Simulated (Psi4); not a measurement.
# One shape, several levels: [HO2]− (hydroperoxide(1-))

We compute a comparison of 6 runs (HF/3-21G, B3LYP/6-31G*, BHLYP/def2-TZVPPD, M06-2X/def2-TZVPPD, PBE/def2-TZVPPD, PBE0/def2-TZVPPD) of [HO2]− (hydroperoxide(1-)). 

The calculation is run with Psi4 1.11.

1 further run of the same task is left out (set aside as unsound or not needed).

**1. The system as given**

The species is [HO2]− (3 atoms), meant as a singlet with charge -1. SMILES: `[O-]O`. The O1–O2 distance was set to 1.923 Å, away from the relaxed value. At this shape a bond of the SMILES string is far longer than usual.

Bond lengths: O2–H3 0.961 Å. A long bond or contact: O1–O2 1.923 Å.

**2. Energy and forces at HF/3-21G (run 1)**

Contents of job.py:

```python
import psi4

psi4.set_memory(2200000000)
psi4.set_num_threads(1)
psi4.set_output_file('run.log', False)

geom = psi4.geometry("""
-1 1
O     -0.392411     1.467044    -0.050853
O     -0.242260    -0.445880    -0.180750
H      0.600030    -0.579720     0.261570
symmetry c1
""")

psi4.set_options({
    'reference': 'rhf',
    'puream': True,
    'e_convergence': 1e-09,
    'd_convergence': 1e-08,
    'scf_type': 'pk',
})

energy_value, wavefunction = psi4.gradient('scf/3-21G', molecule=geom, return_wfn=True)
psi4.oeprop(wavefunction, 'LOWDIN_CHARGES', 'MULLIKEN_CHARGES', 'WIBERG_LOWDIN_INDICES', title='SCF')
print('gradient / Eh bohr^-1')
print(energy_value.np.round(6))
print(f'energy = {wavefunction.energy():.10f} Eh')
```

The run is started by

```bash
$ python job.py
```

run.log:

```text
[...]
  Running in c1 symmetry.
[...]
  Nuclear repulsion =   23.860121011768907
[...]
  Multiplicity = 1
[...]
  Nalpha       = 9
  Nbeta        = 9
[...]
    Number of basis functions: 20
[...]
   @RHF iter   1:  -149.15496562892497   -1.31942e+00   2.05470e-02 DIIS/ADIIS
[...]
   @RHF iter  13:  -149.25522797821128   -1.70530e-13   1.91770e-09 DIIS
[...]
  @RHF Final Energy:  -149.25522797821128
   => Energetics <=
    Nuclear Repulsion Energy =             23.8601210117689071
    One-Electron Energy =                -260.7944064925291059
    Two-Electron Energy =                  87.6790575025489147
    Total Energy =                       -149.2552279782112805
[...]
 Multipole Moments:
 ------------------------------------------------------------------------------------
     Multipole            Electronic (a.u.)      Nuclear  (a.u.)        Total (a.u.)
 ------------------------------------------------------------------------------------
 L = 1.  Multiply by 2.5417464519 to convert [e a0] to [Debye]
 Dipole X            :         -0.3190691            0.8960816            0.5770124
 Dipole Y            :          1.0423748           -0.9952478            0.0471271
 Dipole Z            :         -0.0000000            0.0000000           -0.0000000
 Magnitude           :                                                    0.5789338
[...]
  -Total Gradient:
     Atom            X                  Y                   Z
    ------   -----------------  -----------------  -----------------
       1       -0.006253537111     0.074676844143     0.000000000000
       2        0.029094042993    -0.070767055679     0.000000000000
       3       -0.022840505882    -0.003909788464    -0.000000000000
[...]
```

Standard output:

```text
gradient / Eh bohr^-1
[[-0.006254  0.074677  0.      ]
 [ 0.029094 -0.070767  0.      ]
 [-0.022841 -0.00391  -0.      ]]
energy = -149.2552279782 Eh
```

Run time: 4.2 s. Hardware: 1 thread of Intel Xeon at 2.50GHz (Skylake/Cascade Lake), shared host; peak memory 0.18 GiB.

**3. Energy and forces at B3LYP/6-31G(d) (spherical functions) (run 2)**

Contents of job.json:

```json
{
 "schema_name": "qcschema_input",
 "schema_version": 1,
 "molecule": {
  "schema_name": "qcschema_molecule",
  "schema_version": 2,
  "symbols": ["O", "O", "H"],
  "geometry": [-0.74154932, 2.77231137, -0.09609824, -0.45780505, -0.84259108, -0.341568, 1.13389237, -1.09551203, 0.49429566],
  "molecular_charge": -1,
  "molecular_multiplicity": 1,
  "fix_symmetry": "c1"
 },
 "driver": "gradient",
 "model": {
  "method": "b3lyp",
  "basis": "6-31G*"
 },
 "keywords": {
  "reference": "rks",
  "puream": true,
  "e_convergence": 1e-09,
  "d_convergence": 1e-08,
  "scf_type": "pk",
  "dft_radial_points": 99,
  "dft_spherical_points": 590,
  "scf_properties": ["WIBERG_LOWDIN_INDICES", "DIPOLE", "MULLIKEN_CHARGES"]
 }
}
```

The run is started by

```bash
$ psi4 --qcschema job.json -n 1 --memory 2200MB
```

stdout:

```text
[...]
  Running in c1 symmetry.
[...]
  Nuclear repulsion =   23.860121046489009
[...]
  Multiplicity = 1
[...]
  Nalpha       = 9
  Nbeta        = 9
[...]
    Number of basis functions: 30
[...]
   @RKS iter   1:  -150.69337293026689   -6.67278e-01   2.06683e-02 DIIS/ADIIS
[...]
   @RKS iter  11:  -150.85130685511990   -8.81073e-13   3.59012e-09 DIIS
[...]
  @RKS Final Energy:  -150.85130685511990
   => Energetics <=
    Nuclear Repulsion Energy =             23.8601210464890094
    One-Electron Energy =                -261.4100304843341291
    Two-Electron Energy =                 101.0113748168479333
    DFT Exchange-Correlation Energy =     -14.3127722341227273
    Empirical Dispersion Energy =           0.0000000000000000
    VV10 Nonlocal Energy =                  0.0000000000000000
    Total Energy =                       -150.8513068551199012
[...]
  Mulliken Charges: (a.u.)
   Center  Symbol    Alpha    Beta     Spin     Total
       1     O     4.30285  4.30285  0.00000 -0.60571
       2     O     4.35502  4.35502  0.00000 -0.71003
       3     H     0.34213  0.34213  0.00000  0.31574
   Total alpha =  9.00000, Total beta =  9.00000, Total charge = -1.00000
  Wiberg Bond Indices using Orthogonal Lowdin Orbitals:
[...]
  -Total Gradient:
     Atom            X                  Y                   Z
    ------   -----------------  -----------------  -----------------
       1       -0.008385614764     0.056171980393     0.000000000000
       2        0.022136927738    -0.045307524792    -0.000000000000
       3       -0.013751170733    -0.010864406576     0.000000000000
[...]
```

The result, in JSON:

```text
{
 "driver": "gradient",
 "model": {
  "method": "b3lyp",
  "basis": "6-31G*"
 },
 "success": true,
 "return_result": [-0.008385614764034583, 0.056171980393447056, 1.3714015167977602e-14, 0.022136927737668455, -0.04530752479237542, -1.0686687030440654e-15, -0.013751170733011076, -0.010864406575982984, 1.1697459017265125e-17],
 "properties": {
  "calcinfo_nbasis": 30,
  "calcinfo_nmo": 30,
  "calcinfo_nalpha": 9,
  "calcinfo_nbeta": 9,
  "calcinfo_natom": 3,
  "nuclear_repulsion_energy": 23.86012104648901,
  "return_energy": -150.8513068551199,
  "return_gradient": [-0.008385614764034583, 0.056171980393447056, 1.3714015167977602e-14, 0.022136927737668455, -0.04530752479237542, -1.0686687030440654e-15, -0.013751170733011076, -0.010864406575982984, 1.1697459017265125e-17],
  "scf_one_electron_energy": -261.41003048433413,
  "scf_two_electron_energy": 101.01137481684793,
  "scf_xc_energy": -14.312772234122727,
  "scf_dipole_moment": [0.5822389413851377, -0.5279387304653653, -7.526377400127434e-16],
  "scf_total_energy": -150.8513068551199,
  "scf_total_gradient": [-0.008385614764034583, 0.056171980393447056, 1.3714015167977602e-14, 0.022136927737668455, -0.04530752479237542, -1.0686687030440654e-15, -0.013751170733011076, -0.010864406575982984, 1.1697459017265125e-17],
  "scf_iterations": 11
 }
}
```

Run time: 10 s. Hardware: 1 thread of Intel Xeon at 2.50GHz (Skylake/Cascade Lake), shared host; peak memory 0.35 GiB.

**4. A single-point energy at BHLYP/def2-TZVPPD (run 3)**

Contents of calc.inp:

```
memory 2.2 GB

molecule molecule1 {
  -1 1
  O     -0.392411     1.467044    -0.050853
  O     -0.242260    -0.445880    -0.180750
  H      0.600030    -0.579720     0.261570
  symmetry c1
}

set puream true
set e_convergence 1e-09
set d_convergence 1e-08
set scf_type pk
set dft_radial_points 99
set dft_spherical_points 590

energy_value, wavefunction = energy("bhhlyp/def2-TZVPPD", return_wfn=True)
```

The run is started by

```bash
$ psi4 -i calc.inp -o calc.out -n 1
```

calc.out:

```text
[...]
  Running in c1 symmetry.
[...]
  Nuclear repulsion =   23.860121011768907
[...]
  Multiplicity = 1
[...]
  Nalpha       = 9
  Nbeta        = 9
[...]
    Number of basis functions: 97
[...]
   @RKS iter   1:  -150.73165185935599   -9.60355e-01   5.97375e-03 ADIIS/DIIS
[...]
   @RKS iter  13:  -150.88111824435794   -2.44711e-11   3.07118e-09 DIIS
[...]
    Orbital Energies [Eh]
    ---------------------
    Doubly Occupied:
       1A    -19.445303     2A    -19.442923     3A     -0.838671
       4A     -0.709140     5A     -0.266297     6A     -0.143582
       7A     -0.134525     8A     -0.094418     9A     -0.080894
[...]
  @RKS Final Energy:  -150.88111824435794
   => Energetics <=
    Nuclear Repulsion Energy =             23.8601210117689071
    One-Electron Energy =                -260.6150346279183623
    Two-Electron Energy =                  94.9736812000490431
    DFT Exchange-Correlation Energy =      -9.0998858282575306
    Empirical Dispersion Energy =           0.0000000000000000
    VV10 Nonlocal Energy =                  0.0000000000000000
    Total Energy =                       -150.8811182443579355
[...]
 Multipole Moments:
 ------------------------------------------------------------------------------------
     Multipole            Electronic (a.u.)      Nuclear  (a.u.)        Total (a.u.)
 ------------------------------------------------------------------------------------
 L = 1.  Multiply by 2.5417464519 to convert [e a0] to [Debye]
 Dipole X            :         -0.3377701            0.8960816            0.5583115
 Dipole Y            :          0.6091233           -0.9952478           -0.3861245
 Dipole Z            :          0.0000000            0.0000000            0.0000000
 Magnitude           :                                                    0.6788253
[...]
```

Run time: 16 s. Hardware: 1 thread of Intel Xeon at 2.50GHz (Skylake/Cascade Lake), shared host; peak memory 0.82 GiB.

Runs 4 to 5 aren't shown in full; the table further down has their settings and results.

**5. Energy and gradient at PBE0/def2-TZVPPD (run 6)**

Contents of input.inp:

```
memory 2200 mb

molecule m {
  -1 1
  O
  O 1 r2
  H 2 r3 1 a3

  r2 = 1.9232
  r3 = 0.960735
  a3 = 100.13206
  symmetry c1
}

set basis def2-TZVPPD
set reference rks
set puream true
set e_convergence 1e-09
set d_convergence 1e-08
set scf_type pk
set dft_radial_points 99
set dft_spherical_points 590

energy_value = gradient('pbe0')
```

The run is started by

```bash
$ psi4 -i input.inp -o input.out -n 1
```

input.out:

```text
[...]
  Running in c1 symmetry.
[...]
  Nuclear repulsion =   23.860119427905737
[...]
  Multiplicity = 1
[...]
  Nalpha       = 9
  Nbeta        = 9
[...]
    Number of basis functions: 97
[...]
   @RKS iter   1:  -150.62032838211226   -7.39554e-01   6.76319e-03 DIIS/ADIIS
[...]
   @RKS iter  12:  -150.80540686805480   -1.15392e-11   4.09145e-09 DIIS
[...]
    Orbital Energies [Eh]
    ---------------------
    Doubly Occupied:
       1A    -18.981540     2A    -18.958685     3A     -0.744136
       4A     -0.603133     5A     -0.214257     6A     -0.103421
       7A     -0.083731     8A     -0.020091     9A     -0.010099
[...]
  @RKS Final Energy:  -150.80540686805480
   => Energetics <=
    Nuclear Repulsion Energy =             23.8601194279057367
    One-Electron Energy =                -260.4742370174527650
    Two-Electron Energy =                  99.0063010924046409
    DFT Exchange-Correlation Energy =     -13.1975903709124207
    Empirical Dispersion Energy =           0.0000000000000000
    VV10 Nonlocal Energy =                  0.0000000000000000
    Total Energy =                       -150.8054068680548028
[...]
  -Total Gradient:
     Atom            X                  Y                   Z
    ------   -----------------  -----------------  -----------------
       1       -0.005479214128     0.063147439555     0.000000000000
       2        0.006668914559    -0.052217554909     0.000000000000
       3       -0.001189514007    -0.010929772880    -0.000000000000
[...]
```

Wall time 30 s (1 thread of Intel Xeon at 2.50GHz (Skylake/Cascade Lake), shared host); peak memory 0.82 GiB.

**6. Overview of the runs**

```csv
run,level,integration grid,task,energy (Eh),HOMO energy (eV),LUMO energy (eV),HOMO–LUMO gap (eV),wall time
1,HF/3-21G,–,gradient,-149.255228,-2.61,12.78,15.39,4.2 s
2,B3LYP/6-31G* (spherical functions),99 radial × 590 angular,gradient,-150.851307,2.12,5.82,3.70,10 s
3,BHLYP/def2-TZVPPD,99 radial × 590 angular,energy,-150.881118,-2.20,4.76,6.96,16 s
4,M06-2X/def2-TZVPPD,99 radial × 590 angular,energy,-150.898664,-2.14,4.52,6.66,44 s
5,PBE/def2-TZVPPD,99 radial × 590 angular,energy,-150.833869,1.50,2.31,0.81,24 s
6,PBE0/def2-TZVPPD,99 radial × 590 angular,gradient,-150.805407,-0.27,3.70,3.97,30 s
```

**7. What came out**

| quantity | value |
| --- | --- |
| run 6: total energy | -150.80541 Eh |
| run 6: HOMO energy | -0.27 eV |
| run 6: LUMO energy | 3.70 eV |
| run 6: HOMO–LUMO gap (to an unbound level, set by the basis) | 3.97 eV |
| run 6: largest force on an atom | 3.259 eV/Å |

In words: The HOMO–LUMO gap runs from 0.81 eV (PBE/def2-TZVPPD) to 15.39 eV (HF/3-21G). The two ends differ in method and basis. The empty levels of an anion lie above zero and hang on the basis. Totals of different functionals can't be ranked against each other. In runs 2, 5 the HOMO lies above zero, so the outermost electron may be held by the basis alone. All runs together took 2.1 min, the longest 44 s.
